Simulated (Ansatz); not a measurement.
CH4O2, SMILES OCO, a ladder of basis sets

Computed with Ansatz's Python interface.

Run as a notebook:

In [1]:
```python
import ansatz as az
from ase import Atoms
```

In [2]:
```python
atoms = Atoms(["O", "C", "O", "H", "H", "H", "H"], positions=[
    (-1.1217, -0.5296, -0.0941),
    (-0.0663, 0.2548, 0.3434),
    (1.055, -0.5503, 0.288),
    (-1.0853, -0.4398, -1.0779),
    (0.0757, 1.1514, -0.2798),
    (-0.2412, 0.5704, 1.3796),
    (1.445, -0.525, -0.6049),
])
ch4o2 = az.Crystal.molecule_from_ase(atoms)

job = ch4o2.calculation().functional("b3lyp", dispersion="d4")

energies = {}
for basis in ["cc-pVDZ", "cc-pVTZ"]:
    data = job.basis(gaussian=basis).run().report
    size = data["n_frozen"] + data["n_occupied"][0] + data["n_virtual"][0]
    energies[basis] = (data["reference_energy_ev"] / 27.211386246, data["free_energy_ev"] / 27.211386246)
    print(f"{basis:14s} {size:4d} orbitals  reference {energies[basis][0]:14.6f} Ha  total {energies[basis][1]:14.6f} Ha")
```
```text
cc-pVDZ          62 orbitals  reference    -190.943219 Ha  total    -190.947117 Ha
cc-pVTZ         146 orbitals  reference    -191.018999 Ha  total    -191.022897 Ha
```

In [3]:
```python
last = energies["cc-pVTZ"][1]
for basis, (_, total) in energies.items():
    print(f"{basis:14s} lies {27.211386 * (total - last):9.4f} eV above cc-pVTZ")
```
```text
cc-pVDZ        lies    2.0621 eV above cc-pVTZ
cc-pVTZ        lies    0.0000 eV above cc-pVTZ
```

Against cc-pVDZ: cc-pVTZ -75.8 mHa. The last step alone is -75.78 mHa. From the first set to the last the time grows from 1.1 to 2.6 s.

Caveats:
- The drop along the ladder measures the basis error, and is no property of the molecule.
- The geometry is a force-field or estimated start, not a minimum of this method, and the last set is no limit. Much of the fall in a total is atomic energy, which cancels in bond and reaction energies.
- Total less reference energy is the dispersion correction.
- b3lyp holds the VWN-RPA fit, as in Gaussian; the form of ORCA and Turbomole is b3lyp5.
- Finished in 4.3 s on 1 thread of Arm Neoverse V2, on a shared host, peak memory 0.27 GiB.
